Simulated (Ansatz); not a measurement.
Method: B3LYP-D3(BJ)/def2-TZVP (Ansatz, a first-principles code). No frequencies were computed at this level.

Ansatz 0.2 input:
```yaml
crystal:
  periodic: [false, false, false]
  atoms:
    - { symbol: C, position_ang: [-0.757529, 0.065564, 0.023479] }
    - { symbol: C, position_ang: [0.757529, -0.065564, -0.023478] }
    - { symbol: H, position_ang: [-1.046676, 0.991679, 0.515378] }
    - { symbol: H, position_ang: [-1.172982, 0.068493, -0.981832] }
    - { symbol: H, position_ang: [-1.196906, -0.764467, 0.572346] }
    - { symbol: H, position_ang: [1.172982, -0.068495, 0.981833] }
    - { symbol: H, position_ang: [1.196906, 0.764469, -0.572344] }
    - { symbol: H, position_ang: [1.046676, -0.991678, -0.51538] }
basis:
  gaussian: { orbitals: def2-tzvp }
hamiltonian:
  xc: b3lyp
  dispersion: d3bj
relax:
  max_steps: 150
```

Output:

```
Functional definition: B3LYP
624 factors; their error is unknown
mean field evaluation 1: about -2164.9634 eV, gradient 6.0e1 eV
mean field evaluation 2: about -2159.5329 eV, gradient 7.3e1 eV
mean field evaluation 4: about -2173.2226 eV, gradient 7.6e-1 eV
mean field evaluation 8: about -2173.2030 eV, gradient 1.7e-3 eV
mean field -2173.20298882 eV, -79.8637367891 hartree, gradient 3.2e-6 eV, S^2 0.000000; 0 other end points of the search recorded, 0 dependent functions left out
reference -2173.20321702 eV, -79.8637451756 hartree; 9, 9 occupied and 89, 89 virtual orbitals, 624 factors
relax step   1: F+E_penalty+E_count = -2173.35086326 eV  Δ(F+E_penalty+E_count) = +0.000e0 eV  max|allowed force component| = 1.385e-1 eV/Å  Δτ_max = 0.0000 Å  (24 SCF iters, accepted)
these checks for a lower state are left out or cut short: starts, cluster_reference, orbital_swaps, neighbouring_geometries, increment
624 factors; their error is unknown
mean field evaluation 16: about -2173.2301 eV, gradient 8.6e-4 eV
mean field -2173.20925089 eV, -79.8639669161 hartree, gradient 1.7e-5 eV, S^2 0.000000; 0 other end points of the search recorded, 0 dependent functions left out
reference -2173.20948007 eV, -79.8639753383 hartree; 9, 9 occupied and 89, 89 virtual orbitals, 624 factors
relax step   2: F+E_penalty+E_count = -2173.35666493 eV  Δ(F+E_penalty+E_count) = -5.802e-3 eV  max|allowed force component| = 8.259e-2 eV/Å  Δτ_max = 0.0143 Å  (27 SCF iters, accepted)
these checks for a lower state are left out or cut short: starts, cluster_reference, orbital_swaps, neighbouring_geometries, increment
624 factors; their error is unknown
mean field -2173.20959971 eV, -79.8639797348 hartree, gradient 1.7e-5 eV, S^2 0.000000; 0 other end points of the search recorded, 0 dependent functions left out
reference -2173.20982921 eV, -79.8639881688 hartree; 9, 9 occupied and 89, 89 virtual orbitals, 624 factors
relax step   3: F+E_penalty+E_count = -2173.35693050 eV  Δ(F+E_penalty+E_count) = -2.656e-4 eV  max|allowed force component| = 2.178e-2 eV/Å  Δτ_max = 0.0023 Å  (28 SCF iters, accepted)
these checks for a lower state are left out or cut short: starts, cluster_reference, orbital_swaps, neighbouring_geometries, increment
624 factors; their error is unknown
mean field evaluation 32: about -2173.2304 eV, gradient 1.5e-4 eV
mean field -2173.20960771 eV, -79.8639800288 hartree, gradient 1.7e-5 eV, S^2 0.000000; 0 other end points of the search recorded, 0 dependent functions left out
reference -2173.20983723 eV, -79.8639884635 hartree; 9, 9 occupied and 89, 89 virtual orbitals, 624 factors
relax step   4: F+E_penalty+E_count = -2173.35693908 eV  Δ(F+E_penalty+E_count) = -8.577e-6 eV  max|allowed force component| = 9.469e-3 eV/Å  Δτ_max = 0.0002 Å  (28 SCF iters, accepted)
624 factors; their error is unknown
mean field -2173.20960771 eV, -79.8639800288 hartree, gradient 1.7e-5 eV, S^2 0.000000; 1 other end points of the search recorded, 0 dependent functions left out
reference -2173.20983723 eV, -79.8639884635 hartree; 9, 9 occupied and 89, 89 virtual orbitals, 624 factors
Total energy: -2173.35716860 eV, -79.8694027916 hartree
Atom 0 at    -0.760087     0.065785     0.023559 Å, force     0.009469    -0.000820    -0.000294 eV/Å
Atom 1 at     0.760087    -0.065785    -0.023558 Å, force    -0.009469     0.000820     0.000294 eV/Å
Atom 2 at    -1.063248     0.992248     0.515430 Å, force    -0.000130    -0.000518    -0.000280 eV/Å
Atom 3 at    -1.189430     0.069948    -0.980346 Å, force    -0.000056     0.000024     0.000600 eV/Å
Atom 4 at    -1.213334    -0.762212     0.572343 Å, force    -0.000042     0.000514    -0.000313 eV/Å
Atom 5 at     1.189430    -0.069950     0.980347 Å, force     0.000056    -0.000024    -0.000600 eV/Å
Atom 6 at     1.213334     0.762214    -0.572341 Å, force     0.000042    -0.000514     0.000313 eV/Å
Atom 7 at     1.063248    -0.992247    -0.515432 Å, force     0.000130     0.000518     0.000280 eV/Å
Dipole moment:    -0.000000    -0.000000     0.000000 e Å
```

Cost: roughly 9 core-seconds.
